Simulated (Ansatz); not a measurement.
## BS, doublet in 6-31G: errors against full CI

Geometry: a point of a stretch scan, not a stationary point.

```xyz
2

B     0.0000    0.0000    0.0000
S     0.0000    0.0000    1.7800
```

Basis 6-31G; Ansatz 0.2.0. Correlated methods freeze the noble-gas cores, which leaves 9 electrons in 16 orbitals. Prefix R: restricted or restricted open-shell reference. Active spaces: pair = (3e, 3o) about the gap; valence = (9e, 8o) chosen from the atoms' valence shells.

Full CI is exact within this basis and frozen core; it isn't the basis-set limit.

For open shells CISD is restricted-active-space CI with the open shells as a complete middle space.

```
UHF ⟨S²⟩                          : 0.921
T1 diagnostic (RCCSD)             : 0.0526
largest doubles amplitude (RCCSD) : 0.095
T1 diagnostic (UCCSD)             : 0.0461
```

Question: From what is known of these methods and the diagnostics, rank them by the size of their error in total energy against full CI in 6-31G, smallest first (an estimate: the text doesn't fix the numbers).
A. RHF
B. CISD
C. CASSCF (pair space)
D. RCCSD(T)
E. CASSCF (valence space)

Answer: D (3.9 kJ/mol), B (39.8 kJ/mol), E (92.2 kJ/mol), C (294.0 kJ/mol), A (339.8 kJ/mol).

All errors are against full CI in 6-31G. T1 is large (0.053) while the doubles stay small, which points to orbital relaxation. Within each family the higher level lies nearer, as is usual though not guaranteed.

The full-CI state has the irrep A1 of C2v, in the program's axes (one component, if the state is degenerate).

Natural occupations of full CI about the gap: 1.987 1.940 1.913 1.913 1.002 0.089 0.089 0.033 0.009 0.007; effectively unpaired electrons, Σ n²(2−n)², 1.13.
